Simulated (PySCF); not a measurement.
# NClO (nitrosyl chloride) at CCSD(T)/STO-6G

Aim: the energy change on altering one bond length of NClO (nitrosyl chloride) at CCSD(T)/STO-6G, from 2 runs. The job is set up through a Python script.

Program for the calculation: PySCF 2.14.0.

19 further runs of the same task are left out: 9 that didn't finish, 10 set aside as unsound or not needed.

## Step 1: The molecule

NClO: 3 atoms, total charge 0, spin state singlet. SMILES: `O=NCl`. The shape is that of a PBE0-D4/def2-TZVP optimisation.

Bond lengths: O1–N2 1.127 Å, N2–Cl3 1.944 Å. Angles: O1–N2–Cl3 113.9°.

## Step 2: A single-point energy at CCSD(T)/STO-6G

run.py

```python
from pyscf import gto, scf, cc

mol = gto.M(
    atom='''
O      1.889877    -0.639351     0.971092
N      0.098360    -1.132985    -0.067728
Cl    -1.988238     1.772374    -0.903365
''',
    charge=0,
    basis='sto-6g',
    unit='bohr',
    max_memory=1860,
    verbose=3,
)

mf = scf.RHF(mol)
mf.conv_tol = 1e-10
mf.kernel()
if not mf.converged:
    mf = mf.newton().run(mf.mo_coeff, mf.mo_occ)

mycc = cc.CCSD(mf, frozen=7)
mycc.kernel()
e_t = mycc.ccsd_t()
e_tot = mycc.e_tot + e_t
print('Final energy', e_tot)
```

Started as:

```bash
$ OMP_NUM_THREADS=1 python run.py
```

Standard output:

```text
converged SCF energy = -586.697505079781
E(CCSD) = -586.8632856430836  E_corr = -0.1657805633026216
CCSD(T) correction = -0.00757280488669862
Final energy -586.8708584479702
```

Run time: 0.99 s. Hardware: 1 thread of Arm Neoverse V1, shared host; peak memory 0.1 GiB.

## Step 3: The distorted shape

job.py

```python
from pyscf import gto, cc

system = gto.M(
    atom='''
O      3.559146    -2.963625     1.639598
N      1.767629    -3.457260     0.600778
Cl    -1.988238     1.772374    -0.903365
''',
    unit='bohr',
    basis='sto-6g',
    verbose=3,
    max_memory=1860,
)

mf = system.RHF()
mf.conv_tol = 1e-10
mf.kernel()
if not mf.converged:
    mf = mf.newton().run(mf.mo_coeff, mf.mo_occ)

mycc = cc.CCSD(mf, frozen=7)
mycc.kernel()
e_t = mycc.ccsd_t()
e_final = mycc.e_tot + e_t
print(f'total energy: {e_final:.8f} hartree')
```

Started as:

```bash
$ OMP_NUM_THREADS=1 python job.py
```

Standard output:

```text
converged SCF energy = -586.537262327386
E(CCSD) = -586.8085525640112  E_corr = -0.271290236625626
CCSD(T) correction = -0.0426225798288636
total energy: -586.85117514 hartree
```

It took 1.6 s on 1 thread of Arm Neoverse V1, shared host; peak memory 0.12 GiB.

## Step 4: Outcome

At CCSD(T)/STO-6G, 7 core orbitals frozen:

| quantity | value |
| --- | --- |
| first shape: total energy | -586.87086 Eh |
| first shape: dipole moment (Hartree–Fock density) | 2.29 D |
| first shape: HOMO energy (Hartree–Fock orbitals) | -9.63 eV |
| first shape: LUMO energy (Hartree–Fock orbitals) | 3.79 eV |
| first shape: HOMO–LUMO gap (Hartree–Fock orbitals) | 13.42 eV |
| first shape: correlation energy (7 core orbitals frozen) | -173.4 mEh |
| first shape: (T) correction | -7.57 mEh |
| first shape: T1 diagnostic | 0.018 |
| distorted shape: total energy | -586.85118 Eh |
| distorted shape: dipole moment (Hartree–Fock density) | 8.09 D |
| distorted shape: HOMO energy (Hartree–Fock orbitals) | -5.71 eV |
| distorted shape: LUMO energy (Hartree–Fock orbitals) | -1.24 eV |
| distorted shape: HOMO–LUMO gap (Hartree–Fock orbitals) | 4.48 eV |
| distorted shape: correlation energy (7 core orbitals frozen) | -313.9 mEh |
| distorted shape: (T) correction | -42.62 mEh |
| distorted shape: T1 diagnostic | 0.090 |
| energy change with the N2–Cl3 bond stretched from 1.944 to 3.499 Å | 0.536 eV |

What this shows: One bond (distorted shape) is far stretched, which a spin-restricted single reference describes badly; perturbation theory on it can break down and give far too much correlation. With the N2–Cl3 bond stretched from 1.944 to 3.499 Å the energy rises by 0.54 eV (51.7 kJ/mol). The first shape isn't relaxed at this level, so the change isn't measured from a minimum. A restricted reference can't describe the breaking bond well at this length. The minimal basis adds a large error of its own. The triples (first shape) make up 4.4 % of the correlation energy. The T1 diagnostic (distorted shape) of 0.090 is above the customary mark for such species, so a single reference may not serve. Mulliken charges (distorted shape) of the mean-field density run from -0.45 on Cl3 to +0.35 on N2. The triples (distorted shape) make up 13.6 % of the correlation energy.
